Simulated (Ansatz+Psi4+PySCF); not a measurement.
# singlet CHN: levels of theory in one basis

```xyz
3

C     0.0000    0.0000   -0.5118
N     0.0000    0.0000    0.6645
H     0.0000    0.0000   -1.5808
```

Basis set: cc-pVTZ (spherical functions). Left uncorrelated: 2 orbitals. Charge 0, multiplicity 1.

Computed with Ansatz (development build ahead of 0.2.0) and Psi4 1.11; each method stands on the lowest determinant of its kind that the runs found.

```json
{"method": "RHF", "E − E(RHF) (eV)": "0.00", "<S²> of the determinant": "0.00"}
{"method": "RHF-CCSD", "E − E(RHF) (eV)": "-9.59", "<S²> of the determinant": "–"}
{"method": "RHF-CCSD(T)", "E − E(RHF) (eV)": "-10.10", "<S²> of the determinant": "–"}
```

Problem. What does RHF-MP2 give on the same scale?

Solution. -9.52 eV.
